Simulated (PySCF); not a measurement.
# Structure from 2D NMR

Compound of formula C$_{3}$H$_{2}$ClFO. Correlations simulated from computed shifts and the bond graph:

HSQC (one-bond C–H):
```
  δH    δC
5.60  87.3
```

HMBC (two and three bonds, from the bond graph):
```
  δH           δC
5.60  209.4, 60.8
```

Carbons without hydrogens: δ 209.4, 60.8.

PySCF calculation with shielding tensors at PBE0/pcSseg-1 (GIAO) and coordinates at the GFN2-xTB level; equivalent nuclei averaged, gas phase, non-relativistic Hamiltonian, one computed conformer.

Referencing at the same level of theory: 1H (σref 31.72) and 13C (σref 186.93) against TMS.

Exchangeable hydrogens are left out of these lists.

Q: Assemble the structure.

A: SMILES O=C=C(Cl)CF.

Mapped SMILES: `[O:1]=[C:2]=[C:3]([Cl:4])[CH2:5][F:6]`. Each H is labelled by its parent atom.

- δC 209.4 is C2, a central carbon of a ketene.
- δC 87.3 is C5, an allylic sp3 CH2 bonded to F (δH 5.60).
- δC 60.8 is C3, a terminal carbon of a ketene.
- HMBC from δH 5.60 reaches the proton-free carbons C2, C3.

The shifts were computed for this structure.

Carbons that carry Cl, above all several Cl atoms, come out too deshielded, partly because spin–orbit coupling is missing. Shifts are as computed. Against solution values, carbons near 30 ppm lie about +3 ppm off and those near 130 ppm about +5 ppm; carbons on Cl a further +6 ppm. Of 1211 compounds with measured shifts, 218 miss one by over three times the rms of a fit or turn the order of signals round; such compounds aren't used in these exercises.
